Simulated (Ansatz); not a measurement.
**AlH4 (doublet): wave-function methods side by side at distance Al1–H4 along a hydrogen transfer = 1.982 Å, cc-pVDZ**

Aim: climb from Hartree-Fock through coupled cluster and multireference methods for AlH4 (doublet) at one geometry and basis, and see what each rung misses.

Computed with Ansatz 0.2.0, Gaussian basis. Level: cc-pVDZ, core rule «outside noble gas», up to 5 orbitals frozen.

Plan: UHF; CCSD(T) on ROHF; CCSD(T) on UHF; BCCD(T) on ROHF; CISD; CCSDT(Q) on ROHF; CCSDT(Q) on UHF; CCSDTQ on ROHF; CCSDTQ on UHF; CASSCF and MRCISD+Q, 3 electrons in 3 orbitals; CASSCF and NEVPT2, 3 electrons in 3 orbitals; CASSCF and MRCISD+Q, 7 electrons in 8 orbitals; CASSCF and NEVPT2, 7 electrons in 8 orbitals; Full CI.

8 further runs of the same task are left out: 8 for a known fault of the program.

**1. The system**

The geometry derives from fragments relaxed apart (PBE0/def2-TZVP) and kept rigid, so it is no stationary point. A hydrogen atom is moved between rigid fragments.

5 atoms, charge 0, spin multiplicity 2.

Atoms are counted from 1 here; the program's logs count them from 0.

Bond lengths: Al1–H2 1.586 Å, Al1–H3 1.586 Å. Angles: H2–Al1–H3 120.0°.

**2. UHF**

in.yaml

```yaml
crystal:
  periodic: [false, false, false]
  atoms:
    - {symbol: Al, position_ang: [-0.111156, 0.000000, 0.000000]}
    - {symbol: H, position_ang: [-0.904080, 1.373384, 0.000000]}
    - {symbol: H, position_ang: [-0.904079, -1.373384, 0.000000]}
    - {symbol: H, position_ang: [1.870844, 0.000000, 0.000000]}
    - {symbol: H, position_ang: [2.912844, 0.000000, 0.000000]}
basis:
  gaussian: {orbitals: cc-pVDZ}
magnetization: {spin_polarized: true, initial_magnetization: 1}
hamiltonian: {xc: hf}
output: {orbitals: {seedname: orbitals}}
```

Run with:

```bash
ansatz run in.yaml --threads 1 --pin off --events-out ev --progress --plain --max-ram 2816MiB --backend cpu
```

After this run come: CCSD(T) on ROHF; CCSD(T) on UHF; BCCD(T) on ROHF; CISD; CCSDT(Q) on ROHF; CCSDT(Q) on UHF; CCSDTQ on ROHF; CCSDTQ on UHF; CASSCF and MRCISD+Q, 3 electrons in 3 orbitals; CASSCF and NEVPT2, 3 electrons in 3 orbitals; CASSCF and MRCISD+Q, 7 electrons in 8 orbitals; CASSCF and NEVPT2, 7 electrons in 8 orbitals; Full CI.

**Question.** What will the summary of the whole plan be? Wanted: FCI below the RHF energy; RMP2 from FCI; UMP2 from FCI; RCCSD from FCI; RCCSD(T) from FCI; UCCSD(T) from FCI; RCCSDT(Q) from FCI; UCCSDT(Q) from FCI; NEVPT2 pair from FCI.

As calculated:

| quantity | value |
| --- | --- |
| FCI below the RHF energy | -3.4336 eV |
| RMP2 from FCI | +20.13 kcal/mol |
| UMP2 from FCI | +20.50 kcal/mol |
| RCCSD from FCI | +1.54 kcal/mol |
| RCCSD(T) from FCI | +0.42 kcal/mol |
| UCCSD(T) from FCI | +0.44 kcal/mol |
| RCCSDT(Q) from FCI | +0.01 kcal/mol |
| UCCSDT(Q) from FCI | +0.01 kcal/mol |
| NEVPT2 pair from FCI | +17.24 kcal/mol |
| MRCISD+Q pair from FCI | -0.22 kcal/mol |
| NEVPT2 valence from FCI | +13.81 kcal/mol |
| levels within 1 kcal/mol (43 meV) | RCCSD(T), UCCSD(T), BCCD(T), RCCSDT, UCCSDT, RCCSDT(Q), UCCSDT(Q), RCCSDTQ, UCCSDTQ, MRCISD+Q pair, MRCISD+Q valence |
| T1 diagnostic | 0.025 |
| effectively unpaired electrons | 1.04 |

In words: RCCSD(T) lands +0.42 kcal/mol from the yardstick (0.5 % of the correlation energy). MRCISD+Q pair falls below full CI: the +Q correction isn't variational, and the cores differ from full CI's. One determinant dominates. Of the multireference levels listed MRCISD+Q valence comes nearest in total energy (+0.16 kcal/mol), which doesn't show that its space is the better one. These misses are within one basis, not against nature; the frozen cores of restricted and unrestricted runs differ, which can shift their rows.
